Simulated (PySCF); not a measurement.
fluoromethane cation (CH3F), SMILES CF (connectivity only; charge and spin as stated), charge +1, multiplicity 2.

The structure is a stationary point at B3LYP-D3(BJ)/def2-TZVP. The spin state was assumed, not searched.

Level of theory: TDA-M06-2X/def2-TZVPD (PySCF).

Vertical excitations. The molecule is in vacuum.

```csv
state,energy (eV),λ (nm),f,main pairs
root 1,2.02,614,0.001,β HOMO→LUMO 98 %
root 2,5.91,210,0.084,β HOMO−1→LUMO 94 %
root 3,6.15,201,0.002,β HOMO−2→LUMO 97 %
root 4,6.60,188,0.005,β HOMO−3→LUMO 96 %
root 5,10.63,117,0.022,"α HOMO→LUMO 70 %, α HOMO→LUMO+1 18 %"
root 6,11.08,112,0.035,"α HOMO→LUMO+1 66 %, α HOMO→LUMO 20 %, β HOMO−4→LUMO 5 %"
root 7,11.40,109,0.057,"α HOMO→LUMO+2 68 %, β HOMO→LUMO+1 17 %"
root 8,11.63,107,0.026,"α HOMO−1→LUMO+2 18 %, α HOMO→LUMO+1 6 %, β HOMO−4→LUMO 66 %"
root 9,11.67,106,0.013,"α HOMO−1→LUMO+1 21 %, α HOMO→LUMO+2 11 %, α HOMO−1→LUMO 8 %, β HOMO→LUMO+2 42 %"
root 10,12.25,101,0.031,"α HOMO−1→LUMO+1 35 %, α HOMO−1→LUMO 26 %, β HOMO→LUMO+2 24 %, β HOMO→LUMO+1 5 %"
```
Unrestricted roots are not spin-pure.
